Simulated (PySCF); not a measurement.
Method: PySCF with TPSSh-D3(BJ)/def2-TZVP // BP86-D3(BJ)/def2-SVP. All species are isolated molecules in the gas phase. 

Reference species (SMILES): `N` (neutral, multiplicity 1).

```yaml
dipole_moment: 1.81 D
HOMO–LUMO gap: 7.58 eV
HOMO: -6.91 eV
```

After one change: the dipole moment drops by 0.63 D; the HOMO–LUMO gap rises by 0.13 eV; the HOMO rises by 0.31 eV.

Question: Which change was made? The new species is one of these.
(A) `C=C`
(B) `COC`
(C) `C#N`
(D) `[C-]#[S+]`

Answer: B, `COC`
